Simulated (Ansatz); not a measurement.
# AlH₄+ (singlet): wave-function methods side by side at distance Al1–H5 = 2.132 Å, cc-pVDZ

How much of the correlation energy of AlH₄+ (singlet) does each wave-function method recover here?

Program: Ansatz 0.2.0, Gaussian basis. Level of theory: cc-pVDZ, core rule «outside noble gas», up to 5 orbitals frozen. These are calculated values, not measurements.

The runs, in order: UHF; CCSD(T) on RHF; CCSD(T) on UHF; BCCD(T) on RHF; CISD; CCSDT(Q) on RHF; CCSDT(Q) on UHF; CASSCF and MRCISD+Q, 2 electrons in 2 orbitals; CASSCF and NEVPT2, 2 electrons in 2 orbitals; Full CI.

47 further runs of the same task are left out: 33 for a known fault of the program, 9 that didn't finish, 5 set aside as unsound or not needed.

### 1 The system

The geometry derives from a PBE0/def2-TZVP stationary point (not a proven minimum). One bond is set to the value named and the two fragments are kept rigid.

5 atoms, charge 1, spin multiplicity 1.

Atoms are counted from 1 here; the program's logs count them from 0.

Bond lengths: Al1–H4 1.552 Å, H2–H3 0.770 Å.

In the tables R marks a restricted determinant and U an unrestricted one; 'pair' is the active space of 2 electrons in 2 orbitals; energies count from the table's Hartree-Fock row.

### 2 UHF

Input file in.yaml:

```yaml
crystal:
  periodic: [false, false, false]
  atoms:
    - {symbol: Al, position_ang: [0.000000, 0.018665, -0.115994]}
    - {symbol: H, position_ang: [0.000000, -0.366128, 1.925056]}
    - {symbol: H, position_ang: [-0.000001, 0.403458, 1.925056]}
    - {symbol: H, position_ang: [-0.000002, 1.555600, -0.332145]}
    - {symbol: H, position_ang: [0.000003, -2.092559, -0.412913]}
basis:
  gaussian: {orbitals: cc-pVDZ}
total_charge: 1
magnetization: {spin_polarized: true, initial_magnetization: 0}
hamiltonian: {xc: hf}
output: {orbitals: {seedname: orbitals}}
```

Started as:

```sh
> ansatz run in.yaml --threads 1 --pin off --events-out ev --progress --plain --max-ram 2393MiB
```

Log:

```text
Functional definition: HF
  name "HF"
  cite "Fock, Z. Phys. 61, 126 (1930) doi:10.1007/BF01340294"
  parent pbe
  exchange = exact_x
  correlation = 0
350 factors; integrals over basis functions are off by at most 1.6e-3 eV
mean field evaluation 1: about -6635.3394 eV, gradient 5.8e0 eV
mean field evaluation 2: about -6635.3393 eV, gradient 5.8e0 eV
mean field evaluation 4: about -6635.8215 eV, gradient 1.8e-1 eV
mean field evaluation 8: about -6635.8221 eV, gradient 2.6e-5 eV
mean field evaluation 16: about -6635.8290 eV, gradient 1.1e-3 eV
mean field evaluation 32: about -6625.1659 eV, gradient 1.3e1 eV
mean field -6635.82899051 eV, -243.8622174750 hartree, gradient 1.2e-5 eV, S^2 0.095242; 2 other end points of the search recorded, 0 dependent functions left out
reference -6635.82899051 eV, -243.8622174750 hartree; 8, 8 occupied and 30, 30 virtual orbitals, 350 factors
Total energy: -6635.82899051 eV, -243.8622174750 hartree
```

It took 0.24 s on 1 thread of Arm Neoverse V2, shared host.

From the report: ⟨S²⟩ of the determinant 0.095 (pure singlet: 0.00).

The unrestricted solution breaks the spin symmetry, so the restricted determinant is unstable here.

### 3 CCSD(T) on RHF

in.yaml, as its differences from that of step 2:

```diff
@@ -11,4 +11,3 @@
 total_charge: 1
-magnetization: {spin_polarized: true, initial_magnetization: 0}
-hamiltonian: {xc: hf}
-output: {orbitals: {seedname: orbitals}}
+magnetization: {spin_polarized: false}
+correlation: {method: ccsd_t, electrons: outside_noble_gas}
```

Same command.

Log, cut to the lines that bear on the results:

```text
Functional definition: HF
  name "HF"
  cite "Fock, Z. Phys. 61, 126 (1930) doi:10.1007/BF01340294"
  parent pbe
[...]
350 factors; integrals over basis functions are off by at most 1.6e-3 eV
[...]
mean field -6635.82208688 eV, -243.8619637711 hartree, gradient 5.2e-7 eV, S^2 0.000000; 0 other end points of the search recorded, 0 dependent functions left out; unrestricted orbitals would lower it
[...]
5 core orbitals not correlated: weight in the atoms' cores, before any rotation towards them, 1.000 or more for the frozen orbitals, at most 0.000 for the correlated occupied ones
reference -6635.82208688 eV, -243.8619637711 hartree; 3, 3 occupied and 30, 30 virtual orbitals, 350 factors
second order -2.26763877 eV of doubles, -0.00000000 eV of singles
cycle   1  -2.79684736 eV  change   -5.3e-1 eV  update   6.6e-2
[...]
cycle  10  -3.08351837 eV  change   -3.5e-6 eV  update   2.6e-6
perturbative correction -0.03948677 eV, -0.0014511121 hartree
Total energy: -6638.94509202 eV, -243.9767320933 hartree
```

Run time: 0.3 s. Hardware: 1 thread of Arm Neoverse V2, shared host.

From the report: correlation -3.1230 eV; T1 0.015; largest double amplitude 0.17.

### 4 CCSD(T) on UHF

in.yaml, as its differences from that of step 3:

```diff
@@ -11,3 +11,3 @@
 total_charge: 1
-magnetization: {spin_polarized: false}
+magnetization: {spin_polarized: true, initial_magnetization: 0}
 correlation: {method: ccsd_t, electrons: outside_noble_gas}
```

Same command.

Log, cut to the lines that bear on the results:

```text
Functional definition: HF
  name "HF"
  cite "Fock, Z. Phys. 61, 126 (1930) doi:10.1007/BF01340294"
  parent pbe
[...]
350 factors; integrals over basis functions are off by at most 1.6e-3 eV
[...]
mean field -6635.82899051 eV, -243.8622174750 hartree, gradient 7.2e-6 eV, S^2 0.095242; 4 other end points of the search recorded, 0 dependent functions left out
determinant -6635.82899051 eV, -243.8622174750 hartree, with singles and doubles -6638.94751494 eV, -243.9768211340 hartree
determinant -6635.82208688 eV, -243.8619637711 hartree, with singles and doubles -6638.95651240 eV, -243.9771517843 hartree
determinant -6635.82899051 eV, -243.8622174750 hartree, with singles and doubles -6638.90334899 eV, -243.9751980652 hartree
determinant -6635.82208688 eV, -243.8619637711 hartree, with singles and doubles -6638.90560617 eV, -243.9752810151 hartree
5 core orbitals not correlated: weight in the atoms' cores, before any rotation towards them, 1.000 or more for the frozen orbitals, at most 0.000 for the correlated occupied ones
reference -6635.82208688 eV, -243.8619637711 hartree; 3, 3 occupied and 30, 30 virtual orbitals, 350 factors
second order -2.26763879 eV of doubles, -0.00000000 eV of singles
cycle   1  -3.08351891 eV  change    3.8e-7 eV  update   3.5e-6
perturbative correction -0.03948687 eV, -0.0014511156 hartree
Total energy: -6638.94509266 eV, -243.9767321165 hartree
```

Run time: 0.81 s. Hardware: 1 thread of Arm Neoverse V2, shared host.

From the report: ⟨S²⟩ of the determinant 0.000 (pure singlet: 0.00); correlation -3.1230 eV; T1 0.015; largest double amplitude 0.17.

### 5 BCCD(T) on RHF

in.yaml, as its differences from that of step 4:

```diff
@@ -11,3 +11,3 @@
 total_charge: 1
-magnetization: {spin_polarized: true, initial_magnetization: 0}
-correlation: {method: ccsd_t, electrons: outside_noble_gas}
+magnetization: {spin_polarized: false}
+correlation: {method: bccd_t, electrons: outside_noble_gas}
```

The command is unchanged.

Log, cut to the lines that bear on the results:

```text
Functional definition: HF
  name "HF"
  cite "Fock, Z. Phys. 61, 126 (1930) doi:10.1007/BF01340294"
  parent pbe
[...]
350 factors; integrals over basis functions are off by at most 1.6e-3 eV
[...]
mean field -6635.82208688 eV, -243.8619637711 hartree, gradient 5.2e-7 eV, S^2 0.000000; 0 other end points of the search recorded, 0 dependent functions left out; unrestricted orbitals would lower it
[...]
5 core orbitals not correlated: weight in the atoms' cores, before any rotation towards them, 1.000 or more for the frozen orbitals, at most 0.000 for the correlated occupied ones
reference -6635.82208688 eV, -243.8619637711 hartree; 3, 3 occupied and 30, 30 virtual orbitals, 350 factors
second order -2.26763877 eV of doubles, -0.00000000 eV of singles
cycle   1  -2.80417886 eV  change   -5.4e-1 eV  update   6.6e-2
[...]
cycle  10  -3.08311113 eV  change   -3.2e-6 eV  update   2.6e-6
perturbative correction -0.04056297 eV, -0.0014906618 hartree
Total energy: -6638.94576099 eV, -243.9767566772 hartree
```

Wall time 0.33 s (1 thread of Arm Neoverse V2, shared host).

From the report: correlation -3.1237 eV; largest double amplitude 0.17.

### 6 CISD

in.yaml, as its differences from that of step 5:

```diff
@@ -11,3 +11,2 @@
 total_charge: 1
-magnetization: {spin_polarized: false}
-correlation: {method: bccd_t, electrons: outside_noble_gas}
+correlation: {active_space: {ras: {orbitals: [3, 0, 30], electrons: 6, max_holes: 2, max_particles: 2}, fixed_orbitals: true}}
```

Same command.

Log:

```text
Functional definition: HF
  name "HF"
  cite "Fock, Z. Phys. 61, 126 (1930) doi:10.1007/BF01340294"
  parent pbe
  exchange = exact_x
  correlation = 0
350 factors; integrals over basis functions are off by at most 1.6e-3 eV
mean field evaluation 1: about -6635.3394 eV, gradient 8.3e0 eV
mean field evaluation 2: about -6635.3393 eV, gradient 8.3e0 eV
mean field evaluation 4: about -6635.8215 eV, gradient 2.6e-1 eV
mean field evaluation 8: about -6635.8221 eV, gradient 3.5e-4 eV
mean field -6635.82208688 eV, -243.8619637711 hartree, gradient 5.2e-7 eV, S^2 0.000000; 0 other end points of the search recorded, 0 dependent functions left out
reference -6635.82208688 eV, -243.8619637711 hartree; 8, 8 occupied and 30, 30 virtual orbitals, 350 factors
state -6638.75715713 eV, -243.9698256134 hartree
Total energy: -6638.75715713 eV, -243.9698256134 hartree
```

It took 0.36 s on 1 thread of Arm Neoverse V2, shared host.

From the report: 6,619 determinants.

### 7 CCSDT(Q) on RHF

in.yaml, as its differences from that of step 6:

```diff
@@ -11,2 +11,3 @@
 total_charge: 1
-correlation: {active_space: {ras: {orbitals: [3, 0, 30], electrons: 6, max_holes: 2, max_particles: 2}, fixed_orbitals: true}}
+magnetization: {spin_polarized: false}
+correlation: {method: ccsdt_q, electrons: outside_noble_gas}
```

Launched as before.

Log, cut to the lines that bear on the results:

```text
Functional definition: HF
  name "HF"
  cite "Fock, Z. Phys. 61, 126 (1930) doi:10.1007/BF01340294"
  parent pbe
[...]
696 factors; integrals over basis functions are off by at most 2.1e-7 eV
[...]
mean field -6635.82209285 eV, -243.8619639906 hartree, gradient 5.5e-7 eV, S^2 0.000000; 0 other end points of the search recorded, 0 dependent functions left out; unrestricted orbitals would lower it
[...]
5 core orbitals not correlated: weight in the atoms' cores, before any rotation towards them, 1.000 or more for the frozen orbitals, at most 0.000 for the correlated occupied ones
reference -6635.82209285 eV, -243.8619639906 hartree; 3, 3 occupied and 30, 30 virtual orbitals, 696 factors
second order -2.26770291 eV of doubles, -0.00000000 eV of singles
cycle   1  -2.79685500 eV  change   -5.3e-1 eV  update   6.8e-2
[...]
cycle  13  -3.13766679 eV  change   -2.0e-7 eV  update   3.3e-7
perturbative correction -0.00152128 eV, -0.0000559059 hartree
Total energy: -6638.96128092 eV, -243.9773270241 hartree
```

Wall time 1.1 s (1 thread of Arm Neoverse V2, shared host).

From the report: correlation -3.1392 eV; T1 0.016; largest double amplitude 0.17.

### 8 CCSDT(Q) on UHF

in.yaml, as its differences from that of step 7:

```diff
@@ -11,3 +11,3 @@
 total_charge: 1
-magnetization: {spin_polarized: false}
+magnetization: {spin_polarized: true, initial_magnetization: 0}
 correlation: {method: ccsdt_q, electrons: outside_noble_gas}
```

The command is unchanged.

Log, cut to the lines that bear on the results:

```text
Functional definition: HF
  name "HF"
  cite "Fock, Z. Phys. 61, 126 (1930) doi:10.1007/BF01340294"
  parent pbe
[...]
696 factors; integrals over basis functions are off by at most 2.1e-7 eV
[...]
mean field -6635.82899795 eV, -243.8622177482 hartree, gradient 6.8e-6 eV, S^2 0.095251; 4 other end points of the search recorded, 0 dependent functions left out
determinant -6635.82899795 eV, -243.8622177482 hartree, with singles and doubles -6638.94754377 eV, -243.9768221934 hartree
determinant -6635.82209285 eV, -243.8619639906 hartree, with singles and doubles -6638.95654351 eV, -243.9771529278 hartree
determinant -6635.82899795 eV, -243.8622177482 hartree, with singles and doubles -6638.90335303 eV, -243.9751982134 hartree
determinant -6635.82209285 eV, -243.8619639906 hartree, with singles and doubles -6638.90561166 eV, -243.9752812167 hartree
5 core orbitals not correlated: weight in the atoms' cores, before any rotation towards them, 1.000 or more for the frozen orbitals, at most 0.000 for the correlated occupied ones
reference -6635.82209285 eV, -243.8619639906 hartree; 3, 3 occupied and 30, 30 virtual orbitals, 696 factors
second order -2.26770292 eV of doubles, -0.00000000 eV of singles
cycle   1  -2.79685500 eV  change   -5.3e-1 eV  update   6.8e-2
[...]
cycle  13  -3.13766675 eV  change   -1.6e-7 eV  update   3.2e-7
perturbative correction -0.00152128 eV, -0.0000559058 hartree
Total energy: -6638.96128088 eV, -243.9773270226 hartree
```

Run time: 4.5 s. Hardware: 1 thread of Arm Neoverse V2, shared host.

From the report: ⟨S²⟩ of the determinant 0.000 (pure singlet: 0.00); correlation -3.1392 eV; T1 0.016; largest double amplitude 0.17.

### 9 CASSCF and MRCISD+Q, 2 electrons in 2 orbitals

in.yaml, as its differences from that of step 8:

```diff
@@ -11,3 +11,2 @@
 total_charge: 1
-magnetization: {spin_polarized: true, initial_magnetization: 0}
-correlation: {method: ccsdt_q, electrons: outside_noble_gas}
+correlation: {method: fic_mrcisd_q, electrons: outside_noble_gas, active_space: {window: {electrons: 2, orbitals: 2}}}
```

Launched as before.

Log, cut to the lines that bear on the results:

```text
Functional definition: HF
  name "HF"
  cite "Fock, Z. Phys. 61, 126 (1930) doi:10.1007/BF01340294"
  parent pbe
[...]
350 factors; integrals over basis functions are off by at most 1.6e-3 eV
[...]
mean field -6635.82208688 eV, -243.8619637711 hartree, gradient 5.2e-7 eV, S^2 0.000000; 0 other end points of the search recorded, 0 dependent functions left out; unrestricted orbitals would lower it
reference -6635.82208688 eV, -243.8619637711 hartree; 8, 8 occupied and 30, 30 virtual orbitals, 350 factors
state -6636.62895781 eV, -243.8916157307 hartree
contracted CI cycle   1: correlation 0.00000000 eV, 0.0000000000 hartree, residual 1.13e1 eV
contracted CI cycle   2: correlation -2.16774661 eV, -0.0796632185 hartree, residual 1.91e0 eV
contracted CI cycle   3: correlation -2.23168931 eV, -0.0820130694 hartree, residual 4.50e-1 eV
contracted CI cycle   4: correlation -2.23702261 eV, -0.0822090647 hartree, residual 1.85e-1 eV
contracted CI cycle   5: correlation -2.23786868 eV, -0.0822401573 hartree, residual 7.07e-2 eV
contracted CI cycle   6: correlation -2.23797877 eV, -0.0822442027 hartree, residual 2.51e-2 eV
contracted CI cycle   7: correlation -2.23799143 eV, -0.0822446679 hartree, residual 8.70e-3 eV
contracted CI cycle   8: correlation -2.23799297 eV, -0.0822447246 hartree, residual 3.08e-3 eV
contracted CI cycle   9: correlation -2.23799315 eV, -0.0822447313 hartree, residual 9.54e-4 eV
state -6636.62895781 eV, -243.8916157307 hartree; corrected -6638.98364804 eV, -243.9781490007 hartree
Total energy: -6638.98364804 eV, -243.9781490007 hartree
```

Wall time 0.45 s (1 thread of Arm Neoverse V2, shared host).

From the report: 4 determinants; active occupations 1.90, 0.10.

### 10 CASSCF and NEVPT2, 2 electrons in 2 orbitals

in.yaml, as its differences from that of step 9:

```diff
@@ -11,2 +11,2 @@
 total_charge: 1
-correlation: {method: fic_mrcisd_q, electrons: outside_noble_gas, active_space: {window: {electrons: 2, orbitals: 2}}}
+correlation: {method: sc_nevpt2, electrons: outside_noble_gas, active_space: {window: {electrons: 2, orbitals: 2}}}
```

Same command.

Log:

```text
Functional definition: HF
  name "HF"
  cite "Fock, Z. Phys. 61, 126 (1930) doi:10.1007/BF01340294"
  parent pbe
  exchange = exact_x
  correlation = 0
350 factors; integrals over basis functions are off by at most 1.6e-3 eV
mean field evaluation 1: about -6635.3394 eV, gradient 8.3e0 eV
mean field evaluation 2: about -6635.3393 eV, gradient 8.3e0 eV
mean field evaluation 4: about -6635.8215 eV, gradient 2.6e-1 eV
mean field evaluation 8: about -6635.8221 eV, gradient 3.5e-4 eV
mean field -6635.82208688 eV, -243.8619637711 hartree, gradient 5.2e-7 eV, S^2 0.000000; 0 other end points of the search recorded, 0 dependent functions left out; unrestricted orbitals would lower it
reference -6635.82208688 eV, -243.8619637711 hartree; 8, 8 occupied and 30, 30 virtual orbitals, 350 factors
state -6636.62895781 eV, -243.8916157307 hartree
state -6636.62895781 eV, -243.8916157307 hartree; corrected -6638.31902319 eV, -243.9537244880 hartree
Total energy: -6638.31902319 eV, -243.9537244880 hartree
```

Run time: 0.3 s. Hardware: 1 thread of Arm Neoverse V2, shared host.

From the report: 4 determinants; active occupations 1.90, 0.10.

### 11 Full CI

in.yaml, as its differences from that of step 10:

```diff
@@ -11,2 +11,2 @@
 total_charge: 1
-correlation: {method: sc_nevpt2, electrons: outside_noble_gas, active_space: {window: {electrons: 2, orbitals: 2}}}
+correlation: {method: fci, electrons: outside_noble_gas}
```

Launched as before.

Log:

```text
Functional definition: HF
  name "HF"
  cite "Fock, Z. Phys. 61, 126 (1930) doi:10.1007/BF01340294"
  parent pbe
  exchange = exact_x
  correlation = 0
696 factors; integrals over basis functions are off by at most 2.1e-7 eV
mean field evaluation 1: about -6635.3395 eV, gradient 8.3e0 eV
mean field evaluation 2: about -6635.3393 eV, gradient 8.3e0 eV
mean field evaluation 4: about -6635.8216 eV, gradient 2.6e-1 eV
mean field evaluation 8: about -6635.8221 eV, gradient 3.5e-4 eV
mean field -6635.82209285 eV, -243.8619639906 hartree, gradient 5.5e-7 eV, S^2 0.000000; 0 other end points of the search recorded, 0 dependent functions left out; unrestricted orbitals would lower it
5 core orbitals not correlated: weight in the atoms' cores, before any rotation towards them, 1.000 or more for the frozen orbitals, at most 0.000 for the correlated occupied ones
reference -6635.82209285 eV, -243.8619639906 hartree; 3, 3 occupied and 30, 30 virtual orbitals, 696 factors
state -6638.96185514 eV, -243.9773481263 hartree
Total energy: -6638.96185514 eV, -243.9773481263 hartree
```

Run time: 49 s. Hardware: 1 thread of Arm Neoverse V2, shared host; peak memory 1.2 GiB.

From the report: 15,031,936 determinants, symmetry A'.

### 12 How many determinants matter

Natural occupations of the FCI state about the gap (report; correlated orbitals 1 to 10): 1.963, 1.949, 1.889, 0.096, 0.024, 0.017, 0.014, 0.012, 0.006, 0.006. The count of effectively unpaired electrons, Σ n²(2 − n)², is 0.10; a single determinant of this spin has 0.

### 13 The ladder

The yardstick is full CI for this spin, exact in this basis with these frozen cores. Rows without a time come out of other runs: HF, MP2 and CCSD of CCSD(T), CCSDT of CCSDT(Q), CASSCF and MRCISD of the multireference runs.

Differences are taken before rounding.

| method | energy from the lowest RHF (meV) | from FCI (meV) | time |
| --- | --- | --- | --- |
| RHF | 0.0 | +3139.8 |  |
| UHF | -6.9 | +3132.9 | 0.24 s |
| RMP2 | -2267.6 | +872.1 |  |
| CISD | -2935.1 | +204.7 | 0.36 s |
| RCCSD | -3083.5 | +56.2 |  |
| RCCSD(T) | -3123.0 | +16.8 | 0.3 s |
| BCCD(T) | -3123.7 | +16.1 | 0.33 s |
| RCCSDT | -3137.7 | +2.1 |  |
| RCCSDT(Q) | -3139.2 | +0.6 | 1.1 s |
| CASSCF pair | -806.9 | +2332.9 |  |
| NEVPT2 pair | -2496.9 | +642.8 | 0.3 s |
| MRCISD pair | -3044.9 | +94.9 |  |
| MRCISD+Q pair | -3161.6 | -21.8 | 0.45 s |
| FCI | -3139.8 | 0 | 49 s |

Among the levels timed on like hardware and quicker than the yardstick, those that no quicker one beats, quickest first: UHF (0.24 s, +3132.9 meV); RCCSD(T) (0.3 s, +16.8 meV); BCCD(T) (0.33 s, +16.1 meV); RCCSDT(Q) (1.1 s, +0.6 meV). Runs this short are mostly start-up, so their order is noise.

Not comparable, so not listed: CCSD(T) on UHF; CCSDT(Q) on UHF (they don't share determinant, frozen orbitals or solution with the rows shown, or repeat one).

### 14 Results

| quantity | value |
| --- | --- |
| FCI below the RHF energy | -3.1398 eV |
| RMP2 from FCI | +872.1 meV |
| RCCSD from FCI | +56.2 meV |
| RCCSD(T) from FCI | +16.8 meV |
| RCCSDT(Q) from FCI | +0.6 meV |
| NEVPT2 pair from FCI | +642.8 meV |
| MRCISD+Q pair from FCI | -21.8 meV |
| levels within 1 kcal/mol (43 meV) | RCCSD(T), BCCD(T), RCCSDT, RCCSDT(Q), MRCISD+Q pair |
| T1 diagnostic | 0.015 |
| effectively unpaired electrons | 0.10 |

**Reading.** RCCSD(T) misses by +16.8 meV, 0.5 % of the correlation energy. MRCISD+Q pair falls below full CI: the +Q correction isn't variational, and the cores differ from full CI's. One determinant dominates. Of the multireference levels listed MRCISD+Q pair comes nearest in total energy (-21.8 meV), which doesn't show that its space is the better one. These misses are within one basis, not against nature.
